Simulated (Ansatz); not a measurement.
## doublet CH₂(+): levels of theory in one basis

```xyz
3

H    -0.0375    0.1537   -1.0339
C    -0.0051   -0.2149   -0.0386
H    -0.0171    0.1530    1.0102
```

Basis set: def2-SVP (spherical functions). Left uncorrelated: 1 orbital. Correlation on ROHF uses semicanonical orbitals with singles. Charge 1, multiplicity 2.

Computed with Ansatz (development build ahead of 0.2.0); each method stands on the lowest determinant of its kind that the runs found.

```json
{"method": "ROHF", "E − E(ROHF) (eV)": "0.00", "<S²> of the determinant": "–"}
{"method": "UHF", "E − E(ROHF) (eV)": "-0.07", "<S²> of the determinant": "0.75"}
{"method": "ROHF-MP2", "E − E(ROHF) (eV)": "-2.13", "<S²> of the determinant": "–"}
{"method": "UHF-MP2", "E − E(ROHF) (eV)": "-2.14", "<S²> of the determinant": "0.75"}
```

(1) What does ROHF-CCSD(T) give on the same scale?

Answers

(1) -2.72 eV.
